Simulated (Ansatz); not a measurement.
# B2HSi: the cost of one run

The runs use Ansatz 0.2.0, Gaussian basis; the settings change from run to run.

19 further runs of the same task are left out: 5 that didn't finish, 14 set aside as unsound or not needed. Runs told in other sessions of the task aren't counted.

## (1) What is computed

The geometry is a PBE0/def2-TZVP stationary point (not a proven minimum) of the parent state, kept for this charge and spin.

4 atoms, charge 1, spin multiplicity 5.

Atoms are counted from 1 here; the program's logs count them from 0.

Bond lengths: B1–Si2 1.995 Å, B1–B3 1.731 Å, Si2–B3 1.946 Å, B3–H4 1.188 Å. Angles: Si2–B1–B3 62.5°, B1–Si2–B3 52.1°, B1–B3–Si2 65.4°, B1–B3–H4 134.1°, Si2–B3–H4 160.5°.

Coordinates:

```xyz
4

B     0.0000   -1.1023   -0.7602
Si    0.0000    0.1510    0.7923
B     0.0000    0.5947   -1.1020
H     0.0000    1.2363   -2.1018
```

## (2) BCCD(T) on ROHF/6-31G*

File in.yaml:

```yaml
crystal:
  periodic: [false, false, false]
  atoms:
    - {symbol: B, position_ang: [0.000000, -1.102278, -0.760213]}
    - {symbol: Si, position_ang: [0.000000, 0.151019, 0.792273]}
    - {symbol: B, position_ang: [0.000000, 0.594686, -1.102049]}
    - {symbol: H, position_ang: [0.000000, 1.236325, -2.101784]}
basis:
  gaussian: {orbitals: "6-31G*"}
total_charge: 1
magnetization: {spin_polarized: false, initial_magnetization: 4}
correlation: {method: bccd_t, electrons: valence}
accuracy: high
scf: {lower_state_search: light}
```

On the command line:

```bash
> ansatz run in.yaml --threads 1 --pin off --events-out ev --progress --plain --max-ram 2393MiB
```

Q: Estimate wall time and peak memory on 1 thread of Arm Neoverse V2, shared host.

About 6.5 s, with a peak of 0.25 GiB.
